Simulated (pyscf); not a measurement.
H₃C–CH•–SiH₃ -> •H₂C–CH₂–SiH₃, a hydrogen shift (doublet surface; C–H broken, C–H formed). Optimised with ωB97X-D3(BJ)/def2-SVP in PySCF. Correlated levels are frozen-core, on RHF or UHF. ΔMP2 is the change of the MP2 total energy from the triple- to the quadruple-zeta basis. Energies in kJ/mol from the reactant's lowest minimum found.

Small-basis levels: PySCF, no dispersion term, spherical d functions. AM1 to PM7: differences of heats of formation from MOPAC, which are fitted to 298 K values and so differ in kind from electronic energies by zero-point and thermal terms. Open shells are spin-unrestricted. 

| level | barrier | reaction energy |
|---|---|---|
| HF/STO-3G | 331.6 | +15.1 |
| HF/6-31G* | 234.7 | +16.9 |
| BP86/6-31G* | 168.6 | +14.2 |
| PBE/6-31G* | 166.8 | +13.6 |
| B3LYP/LANL2DZ | 189.5 | +11.4 |
| M06-2X/6-31G* | 183.6 | +12.7 |
| B3LYP/6-311+G** | 172.2 | +10.9 |
| B3LYP/def2-SVP | 172.9 | +12.7 |
| AM1 | 185.9 | +8.3 |
| PM3 | 184.1 | +11.8 |
| PM6 | 174.3 | +7.8 |
| PM7 | 191.5 | +10.5 |
| CCSD(T)/def2-TZVPP + ΔMP2(QZVPP) | 171.3 | +9.0 |

Against the last row the barrier runs from -4.4 (PBE/6-31G*) to +160.4 kJ/mol (HF/STO-3G); B3LYP/6-311+G** happens to lie closest here (0.9 kJ/mol apart). CCSD(T)/def2-TZVPP + ΔMP2(QZVPP) has limits of its own. H₃C–CH•–SiH₃ lies 73.8 kJ/mol over its isomer H₃C–SiH•–CH₃ (electronic energy, ωB97M-D3(BJ)/def2-TZVP). •H₂C–CH₂–SiH₃ lies 83.9 kJ/mol over its isomer H₃C–SiH•–CH₃ (electronic energy, ωB97M-D3(BJ)/def2-TZVP). One saddle was located; it need not be the lowest between these sides. The CCSD(T) − MP2 part came from Ansatz, without density fitting, on the same reference.
